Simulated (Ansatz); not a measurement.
**Worked example: HCN⁺, doublet against HCN, singlet**

Geometry (PBE0/def2-TZVP stationary point of a singlet), kept for both states (HCN, singlet: Σ⁺; HCN⁺, doublet: Π):

```xyz
3

N     0.0000    0.0000    1.1200
C     0.0000    0.0000   -0.0256
H     0.0000    0.0000   -1.0944
```

Basis cc-pVDZ; Ansatz 0.2.0. Only valence electrons are correlated (noble-gas cores frozen). Prefix R: restricted or restricted open-shell reference; prefix U: unrestricted.

Full CI isn't at hand for all of this; UCCSDTQ serves as the reference, and is uncertain by about the last step of the cluster series.

```json
{"level": "UHF", "E(HCN, singlet) (hartree)": "-92.883863", "E(HCN⁺, doublet) (hartree)": "-92.440904"}
{"level": "UMP2", "E(HCN, singlet) (hartree)": "-93.166399", "E(HCN⁺, doublet) (hartree)": "-92.657164"}
{"level": "UCCSD(T)", "E(HCN, singlet) (hartree)": "-93.187472", "E(HCN⁺, doublet) (hartree)": "-92.689680"}
{"level": "UCCSDTQ", "E(HCN, singlet) (hartree)": "-93.188877", "E(HCN⁺, doublet) (hartree)": "-92.691302"}
```

Give the vertical gap, HCN⁺ doublet less HCN singlet, at each level in eV (1 hartree = 27.2114 eV), and each error against UCCSDTQ.

UCCSDTQ: (-92.691302 − (-93.188877)) × 27.2114 = 13.540 eV (the reference)
UCCSD(T): (-92.689680 − (-93.187472)) × 27.2114 = 13.546 eV, error 0.006 eV
UMP2: (-92.657164 − (-93.166399)) × 27.2114 = 13.857 eV, error 0.317 eV
UHF: (-92.440904 − (-92.883863)) × 27.2114 = 12.054 eV, error -1.486 eV

Total energies of functionals can't be set beside those of wave-function methods, since they hold the core's correlation and their own absolute errors; only the differences compare.

Each level lands on the state that its own search finds. T1 diagnostics of restricted CCSD: 0.013 and 0.014.
